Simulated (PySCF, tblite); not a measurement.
Isomers of C3H8P2. All values are computed: GFN2-xTB (tblite) harmonic vibrations without scaling, gas phase. This tight-binding method is rough: wavenumbers can miss measured ones by several per cent, in bad cases by 10 to 20. Modes of hydrogen on phosphorus can be 10 to 20 % off. One conformer each.

Electronic energies: PBE0/pcSseg-1 single points on the GFN2-xTB geometries (PySCF, gas phase).

```csv
SMILES,"electronic energy, lowest = 0 (kJ/mol)"
C=PP(C)C,0.0
C/C=P\CP,46.6
CC(C)=PP,2.7
PCP1CC1,33.8
C=PCCP,66.8
C=CPCP,58.4
```

Task: How do GFN2-xTB zero-point energies change the relative energies?

Result: 
```csv
SMILES,ZPE (kJ/mol),of it from modes above 1550 cm⁻¹,electronic (kJ/mol),"with ZPE, lowest = 0 (kJ/mol)",lowest mode (cm⁻¹),rings
C=PP(C)C,262.9,144.7,0.0,1.5,18,0
CC(C)=PP,258.8,134.7,2.7,0.0,61,0
PCP1CC1,257.8,135.1,33.8,30.2,82,1
C/C=P\CP,256.1,134.4,46.6,41.2,28,0
C=CPCP,249.0,140.6,58.4,45.9,59,0
C=PCCP,256.4,134.4,66.8,61.7,50,0
```

The zero-point energies span 13.9 kJ/mol, from `C=CPCP` to `C=PP(C)C`. With it `CC(C)=PP` becomes the lowest.

Task: And how do the electronic energies of GFN2-xTB itself compare?

Result: `C=PP(C)C` 45.2; `CC(C)=PP` 0.0; `PCP1CC1` 65.3; `C/C=P\CP` 91.8; `C=CPCP` 99.5; `C=PCCP` 97.3 kJ/mol, lowest = 0. Against the energies above, taken from the same isomer `C=PP(C)C`, the largest difference is 47.9 kJ/mol.

Task: What do entropy and thermal enthalpy add at 298.15 K and 1 bar (rigid rotor, harmonic oscillator, one conformer each)?

Result: 
```
  SMILES  point group  symmetry number  S (J/(mol K))  H − H(0) (kJ/mol)  ZPE + H − H(0) − TS (kJ/mol)
CC(C)=PP           C1                1          368.3              23.58                         172.6
 PCP1CC1           C1                1          340.7              20.29                         176.6
C/C=P\CP           Cs                1          375.3              23.33                         167.5
  C=CPCP           C1                1          363.1              22.57                         163.3
  C=PCCP           C1                1          358.7              21.85                         171.3
```

Not tabulated: `C=PP(C)C` (lowest mode only 18 cm⁻¹).
